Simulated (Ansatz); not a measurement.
Born–Oppenheimer molecular dynamics of CH4 + CH5N (12 atoms, charge 0, multiplicity 1). It starts from a relaxed structure.

Level of theory: Ansatz 0.2.0, UKS PBE0/STO-3G.

* ensemble: NVE (velocity Verlet)
* time step: 1 fs
* steps asked: 373
* starting velocities drawn for: 400 K
* seed: 652942

First frame:

```xyz
12
Properties=species:S:1:pos:R:3
C -0.299 -0.512 -1.897
N 0.521 0.728 -1.676
H -0.543 -1.077 -0.977
H 0.251 -1.183 -2.574
H -1.243 -0.229 -2.386
H 1.358 0.399 -1.123
H -0.017 1.278 -0.952
C -0.005 0.119 2.317
H -0.697 0.089 1.470
H -0.486 0.621 3.161
H 0.897 0.668 2.034
H 0.264 -0.901 2.604
```

Task: What does the run give?

Result: All steps were run.

- steps done: 373
- time covered: 373 fs
- mean temperature over the second half: 233 K
- spread of the potential energy over the second half: 4.9 meV per atom
- mean potential energy of the second half above the start: 18.8 meV per atom

The conserved energy stayed within 1.5 meV per atom of its start (net change 0.9 meV per atom), so the integration is sound. A run of 0.37 ps of so small a system gives no equilibrium averages. Limits of this set-up: minimal basis.

Task: What happens to the structure?

Result: The same pairs are bonded in the first frame and the last. Pairs count as bonded within 1.25 times the sum of covalent radii (0.12 Å more for H–H). The details hang on the random start.

Task: How do temperature and energy run in time?

Result: 
```json
{"time (fs)": "0.0", "T (K)": "400", "potential energy less start (eV)": "0.000", "conserved less start (meV/atom)": "0.00"}
{"time (fs)": "31.0", "T (K)": "284", "potential energy less start (eV)": "0.160", "conserved less start (meV/atom)": "0.82"}
{"time (fs)": "62.0", "T (K)": "219", "potential energy less start (eV)": "0.244", "conserved less start (meV/atom)": "0.85"}
{"time (fs)": "93.0", "T (K)": "178", "potential energy less start (eV)": "0.294", "conserved less start (meV/atom)": "0.61"}
{"time (fs)": "124.0", "T (K)": "171", "potential energy less start (eV)": "0.306", "conserved less start (meV/atom)": "0.86"}
{"time (fs)": "155.0", "T (K)": "175", "potential energy less start (eV)": "0.306", "conserved less start (meV/atom)": "1.25"}
{"time (fs)": "186.0", "T (K)": "274", "potential energy less start (eV)": "0.171", "conserved less start (meV/atom)": "0.73"}
{"time (fs)": "217.0", "T (K)": "318", "potential energy less start (eV)": "0.109", "conserved less start (meV/atom)": "0.25"}
{"time (fs)": "248.0", "T (K)": "272", "potential energy less start (eV)": "0.172", "conserved less start (meV/atom)": "0.62"}
{"time (fs)": "279.0", "T (K)": "210", "potential energy less start (eV)": "0.256", "conserved less start (meV/atom)": "0.87"}
{"time (fs)": "310.0", "T (K)": "195", "potential energy less start (eV)": "0.274", "conserved less start (meV/atom)": "0.73"}
{"time (fs)": "341.0", "T (K)": "185", "potential energy less start (eV)": "0.288", "conserved less start (meV/atom)": "0.83"}
{"time (fs)": "372.0", "T (K)": "201", "potential energy less start (eV)": "0.268", "conserved less start (meV/atom)": "0.93"}
```

Time of the run: 8.8 min on 1 thread of Arm Neoverse V2 (shared host), peak memory 0.1 GiB.
